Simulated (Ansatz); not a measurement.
# What a trial cell of Tl3Cu relaxes into

All numbers below come from Ansatz 0.2.0, DFT PBE, scalar-relativistic, plane waves, PAW. Cutoff 420 eV, Γ-centred k mesh, Gaussian smearing, no spin polarisation in the final step.

The start puts Tl3Cu on the Cu3Au (L1_2) structure type (Pm-3m, No. 221), with Cu in place of Au, Tl in place of Cu, at a guessed volume.

```xyz
4
Lattice="4.6070 0.0000 0.0000 0.0000 4.6070 0.0000 0.0000 0.0000 4.6070" Properties=species:S:1:pos:R:3 pbc="T T T"
Tl    0.0000    2.3035    2.3035
Tl    2.3035    0.0000    2.3035
Tl    2.3035    2.3035    0.0000
Cu    0.0000    0.0000    0.0000
```

Cell and atoms relax at zero pressure; the relaxation can't lower the symmetry of the start.

Formation energies are uncorrected and refer to the elements' standard structures at the same level.

(1) Describe the relaxed structure.

(2) What are its volume, energy, density and gap?

Answers

(1) It keeps Pm-3m (No. 221). The result has the Cu3Au (L1_2) structure. Conventional cell: a = 4.716 Å. Tl has 4 Cu at 3.33 Å and 8 Tl at 3.33 Å; around Cu lie 12 Tl at 3.33 Å.

```
Tl Cu
1.0
     4.71583    0.00000    0.00000
     0.00000    4.71583    0.00000
     0.00000    0.00000    4.71583
Tl Cu
3 1
Direct
  0.00000 0.50000 0.50000
  0.50000 0.00000 0.50000
  0.50000 0.50000 0.00000
  0.00000 0.00000 0.00000
```

(2) The volume per atom is 26.22 Å³. The density is 10.71 g/cm³ and the energy over the elements is 0.30 eV/atom. The gap on the 10×10×10 mesh is 0 eV (a metal).

The final run used a 10×10×10 mesh on its 4-atom cell and 0.10 eV smearing. The k mesh leaves about 4 meV/atom of noise in metals. Spin–orbit coupling is left out. Symmetry constrained the relaxation, so the result can be a saddle point.

Cost: 3 runs of about 1.2 core-minutes in all, on Arm Neoverse V1 (shared hosts).